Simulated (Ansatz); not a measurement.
A relaxed structure of Nb. Calculation: r2SCAN (plane waves to 500 eV, PAW, scalar-relativistic; Ansatz, a first-principles code).

```xyz
1
Lattice="-1.6515 1.6515 1.6515 1.6515 -1.6515 1.6515 1.6515 1.6515 -1.6515" Properties=species:S:1:pos:R:3 pbc="T T T"
Nb     0.0000     0.0000     0.0000
```

Task: Find the space group and the Wyckoff positions (tolerance 0.01 Å).

Result: Space group Im-3m (No. 229); a = b = c = 3.303 Å, α = β = γ = 90.00°

```csv
atom,site,symmetry,x,y,z
Nb,2a,m-3m,0.0000,0.0000,0.0000
```

This is the bcc (W type).

Task: Give the shortest distances between elements (the closest pairs, up to four, under 3.6 Å).

Result: Nb–Nb 2.86 Å.

```json
{
 "volume_per_atom": "18.02 Å³",
 "band_gap": "zero (metallic)"
}
```

No spin polarisation in the result.

Measured for Nb: a 3.294 Å (static lattice; corrected from measurement; as listed in Daniel Mejia-Rodriguez, S. B. Trickey, Phys. Rev. B (2018)). Computed minus measured — a: r2SCAN +0.3 %. The computed values are for a static lattice.

The run could not lose the symmetry of its start; a randomly shaken copy of 2 atoms returns to this structure.
